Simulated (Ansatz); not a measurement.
# C2H5NO2: the cost of one run

Program: Ansatz 0.2.0. Level of theory: the levels named in each step. These are calculated values, not measurements.

**1. Starting point**

Bond lengths: N1–C2 1.342 Å, C2–O3 1.210 Å, C2–C4 1.529 Å, C4–O5 1.411 Å, N1–H6 1.005 Å, N1–H7 1.005 Å, C4–H8 1.098 Å, C4–H9 1.098 Å, O5–H10 0.962 Å. Angles: N1–C2–O3 124.4°, N1–C2–C4 114.0°, O3–C2–C4 121.6°, C2–N1–H6 119.5°, C2–N1–H7 119.7°, H6–N1–H7 120.7°, C2–C4–O5 111.1°, C2–C4–H8 107.5°, C2–C4–H9 107.2°, O5–C4–H8 111.3°, O5–C4–H9 111.5°, H8–C4–H9 108.0°, C4–O5–H10 108.8°.

As a file:

```xyz
10

N     1.2318   -0.2375   -0.5783
C     0.4176    0.0689    0.4437
O     0.7911    0.2892    1.5732
C    -1.0630    0.1206    0.0640
O    -1.2497   -0.2013   -1.2972
H     0.8418   -0.4068   -1.4894
H     2.2234   -0.2982   -0.4244
H    -1.4270    1.1323    0.2891
H    -1.5914   -0.5837    0.7197
H    -2.1924   -0.1960   -1.4910
```

**2. A rough first relaxation, PBE-D4/def2-SVP**

The input, input.yaml:

```yaml
crystal:
  periodic: [false, false, false]
  atoms:
    - { symbol: "N", position_ang: [1.23182, -0.23752, -0.57828] }
    - { symbol: C, position_ang: [0.41758, 0.06895, 0.44366] }
    - { symbol: O, position_ang: [0.79106, 0.28917, 1.57324] }
    - { symbol: C, position_ang: [-1.06303, 0.12061, 0.06404] }
    - { symbol: O, position_ang: [-1.24975, -0.20134, -1.29716] }
    - { symbol: H, position_ang: [0.84176, -0.40685, -1.4894] }
    - { symbol: H, position_ang: [2.22344, -0.29816, -0.42435] }
    - { symbol: H, position_ang: [-1.42698, 1.13229, 0.28911] }
    - { symbol: H, position_ang: [-1.59144, -0.58367, 0.71967] }
    - { symbol: H, position_ang: [-2.19241, -0.19596, -1.49099] }
basis:
  gaussian: { orbitals: def2-SVP }
hamiltonian:
  xc: pbe
  dispersion: d4
relax:
  f_tol: 0.03
  max_steps: 200
```

The run is started by

```console
ansatz run input.yaml --threads 4 --pin off --max-ram 10240MiB --backend cpu --events-out ev --progress --plain --runs-dir out
```

**Question.** How long does this run take on 4 threads of Arm Neoverse V1, shared host, and how much memory does it need?

About 5.5 s, with a peak of 0.13 GiB.
